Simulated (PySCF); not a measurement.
Problem. What does the PBE0-D3(BJ)/def2-SVP structure of InChI=1S/C2H2N2S/c1-2-4-5-3-1/h1-2H look like in three dimensions?

Solution. 
```xyz
7
C2H2N2S angstrom
C     -0.3513   -0.7477    0.0284
C      0.8216    0.0656    0.0594
N      0.5760    1.3509   -0.0558
S     -1.0509    1.5231   -0.1961
N     -1.4645   -0.0640   -0.1102
H     -0.3798   -1.8371    0.1077
H      1.8489   -0.2909    0.1666
```

Orientation and origin are arbitrary. Atoms count from 1 in this order. The 5-membered ring C1–C2–N3–S4–N5 has internal angles of 98.3° to 113.7° (sum 540°, against 540° for a flat polygon); it is planar, 0.00 Å rms from its mean plane, widest ring torsion 0°. The 5 heavy atoms lie in one plane (0.000 Å rms). S4 (ring sulfur) is bent (angle 98.3°).

Bonds between heavy atoms (Å): C1–C2 1.428, C2–N3 1.314, N3–S4 1.642, S4–N5 1.642, C1–N5 1.314.

The calculation used PBE0-D3(BJ)/def2-SVP geometry optimisation, gas phase in PySCF 2.14.0.

Point group: C2v (every atom within 0.08 Å of its image). Stationary, but not proved a minimum.
